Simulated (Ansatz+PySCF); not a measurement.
A calculation with PySCF 2.14.0.

```python
from pyscf import gto, scf, mp

# the (T+d) and (D+d) sets load through basis_set_exchange
mol = gto.M(atom="""
H 1.666600 -0.911280 0.001030
C 1.127340 0.022870 -0.031290
S -0.555080 -0.087160 0.008420
H -0.830640 1.229180 -0.092550
H 1.630460 0.962250 0.136260
""", basis={'C': 'cc-pvtz', 'H': 'cc-pvtz', 'S': 'cc-pv(t+d)z'}, charge=0, spin=1)
mf = scf.UHF(mol)
mf.kernel()
pt = mp.MP2(mf, frozen=6).run()
print(mf.e_tot, pt.e_corr, pt.e_tot)
```

The script is written out from the run's settings.

The run gave:

* Converged: yes
* Reference energy: -437.13049 hartree
* Correlation energy: -0.32912 hartree
* Total energy: -437.45962 hartree
* Spin squared of the determinant: 0.770
